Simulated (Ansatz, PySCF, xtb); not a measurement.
Homolysis of single bonds, series In OH-H. All species are isolated molecules in the gas phase. One relaxed conformer stands for each flexible species; it need not be the lowest. Strings in code marks are SMILES.

Quantity: homolytic bond dissociation enthalpy at 298 K (no spin–orbit term), in kJ/mol. Thermal and zero-point terms are GFN2-xTB rigid-rotor harmonic values (xtb).

Level 1: PBE-D3(BJ)/def2-TZVP // B3LYP-D3(BJ)/def2-TZVP (PySCF)
Level 2: PBE/6-31G* (LANL2DZ on In) // B3LYP-D3(BJ)/def2-TZVP (PySCF)
Level 3: HF/6-31G* (LANL2DZ on In) // B3LYP-D3(BJ)/def2-TZVP (PySCF)
Level 4: HF/def2-TZVPP // B3LYP-D3(BJ)/def2-TZVP (Ansatz, a program for electronic structure)

```
species                                                                                                              level 1  level 2  level 3  level 4
-------------------------------------------------------------------------------------------------------------------  -------  -------  -------  -------
O–In bond of `[OH][In]([OH])[OH]`, giving `[OH]` and `[OH][In][OH]` (H–O–In–O torsion 180°, O–In–O–H torsion -180°)    337.1    381.7    254.1    212.8
```
